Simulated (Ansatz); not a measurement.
bcc Y (model structure): lattice parameter a by level of theory

No measured value is used here.

**Question.** Put these levels in order of the lattice parameter a that they give for bcc Y (model structure), smallest first: PBE-D4 (Ansatz, a first-principles code), PBEsol (Ansatz), r²SCAN (Ansatz).

**Answer.** PBEsol (3.978 Å), PBE-D4 (4.006 Å), r²SCAN (4.071 Å)

The crystal itself was run without spin with PBE-D4, r²SCAN, PBEsol; a magnetic state was not tried in these runs. Ansatz's density-functional and Hartree–Fock values are scalar-relativistic unless marked +SOC, with PAW data made under PBE.

A model structure was made by putting elements into a prototype or built by hand; it is no filed structure, need not be a known phase, and can be a saddle point held by its symmetry.
